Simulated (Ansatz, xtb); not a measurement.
Molecule: disilane, Si₂H₆ (charge 0, singlet). 
Geometry from a B3LYP-D3(BJ)/def2-TZVP (Ansatz, an electronic-structure program) optimisation:
SMILES: [SiH3][SiH3]
```xyz
8

Si     0.0002    -0.0110     1.1721
Si    -0.0002     0.0110    -1.1721
H     -0.0004     1.3752     1.6997
H     -1.2040    -0.7120     1.6803
H      1.2055    -0.7108     1.6798
H      0.0004    -1.3752    -1.6997
H     -1.2055     0.7108    -1.6798
H      1.2040     0.7120    -1.6803
```
Charge 0, spin multiplicity 1.

Harmonic wavenumbers from GFN2-xTB (xtb, at its own minimum), cm⁻¹: 39, 389, 390, 477, 494, 494, 747, 820, 821, 822, 823, 830, 2220, 2221, 2227, 2238, 2238, 2243.

Task: Give the harmonic wavenumbers at B3LYP-D3(BJ)/def2-TZVP (Ansatz, finite differences of forces, unscaled).

Result: 135, 369, 369, 426, 633, 633, 854, 927, 944, 944, 959, 959, 2213, 2221, 2221, 2221, 2231, 2231 cm⁻¹. Zero-point energy 30.7 kcal/mol.

Task: From these and the geometry, give the ideal-gas thermochemistry at 298.15 K and 1 atm (rigid rotor, harmonic oscillator).

Result: Point group D3d, rotational symmetry number 6. Rotational constants 43.18, 5.042, 5.042 GHz. S(trans) 38.30, S(rot) 19.64, S(vib) 7.45, S(elec, spin only) 0.00, S 65.4 cal/(mol K). H(298) - H(0) 3.76 kcal/mol; G - E(el) 15.0 kcal/mol.
